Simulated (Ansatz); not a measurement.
# C2H2F2: rigid torsion scan, by script

The task is a rigid torsion scan, for C2H2F2.

All numbers are computed with Ansatz 0.2.0 through its Python package. Level of theory: B3LYP/6-31G*.

## 1. Starting point

Bond lengths: F1–C2 1.350 Å, C2–C3 1.384 Å, C3–F4 1.348 Å, C2–H5 1.024 Å, C3–H6 1.061 Å. Angles: F1–C2–C3 120.8°, F1–C2–H5 112.7°, C3–C2–H5 126.5°, C2–C3–F4 121.4°, C2–C3–H6 124.7°, F4–C3–H6 113.8°.

The script holds or builds the structure itself.

## 2. Script

The input, torsion.py:

```python
# -*- coding: utf-8 -*-
"""Energy of C2H2F2 as one group turns about a bond."""

import logging
import sys

import ansatz as az
from ase import Atoms

logging.basicConfig(stream=sys.stdout, format="%(levelname)s %(message)s")
logger = logging.getLogger("ansatz_job")
logger.setLevel(logging.INFO)

atoms = Atoms(["F", "C", "C", "F", "H", "H"], positions=[
    (-0.2025, -0.823, -1.507),
    (0.4259, -0.1324, -0.5315),
    (-0.2448, 0.2313, 0.6232),
    (-1.5456, -0.0699, 0.8048),
    (1.4128, 0.0394, -0.7417),
    (0.1891, 0.7635, 1.4324),
])

# start the scan from a relaxed geometry
first = (
    az.Crystal.molecule_from_ase(atoms).calculation()
    .basis(gaussian="6-31G*")
    .functional("B3LYP")
    .scf(lower_state_search="standard")
    .relax(force_tolerance=0.02, max_steps=80)
)
atoms.positions = first.run(threads=1).report["positions_ang"]

start = atoms.get_dihedral(3, 2, 1, 0)
energies = {}
for turn in range(0, 360, 30):
    turned = atoms.copy()
    turned.set_dihedral(3, 2, 1, 0, start + turn, indices=[0, 1, 4])
    job = (
        az.Crystal.molecule_from_ase(turned).calculation()
        .basis(gaussian="6-31G*")
        .functional("B3LYP")
        .scf(lower_state_search="standard")
    )
    energies[round((start + turn) % 360)] = job.run(threads=1).report["free_energy_ev"]
floor = min(energies.values())
logger.info("dihedral F3-C2-C1-F0 (deg)   E - E(min) (eV)")
for angle, e in sorted(energies.items()):
    logger.info(f"{angle:8d} {(e - floor):14.3f}  " + "#" * int(30 * (e - floor) / max(max(energies.values()) - floor, 1e-9)))
```

## 3. Running it

Launch:

```console
python torsion.py
```

Q: Predict the main results. Wanted: range of energy; lowest point, turn.

As calculated:

| quantity | value |
| --- | --- |
| runs compared | 12 |
| range of energy | 4.069 eV |
| lowest point, turn (°) | 0 |

What this shows: The lowest point lies at a turn of 0°, the highest 4.069 eV (392.6 kJ/mol) above it at 270°. The grid can miss the true lowest and highest points, and the rest of the molecule is held rigid. A rise of this size means atoms colliding or a bond breaking, not a torsion barrier. Run 0: After 6 moves the largest shift is 0.066 Å, of atom 5 (H). What to keep in mind:
- The scan is rigid and the energies are electronic, in a modest basis. With rigid groups the curve can differ much from the relaxed path, the start wasn't checked as a minimum of this torsion, and equivalent turns needn't return to the same energy.
- b3lyp holds the VWN-RPA fit, as in Gaussian; the form of ORCA and Turbomole is b3lyp5.
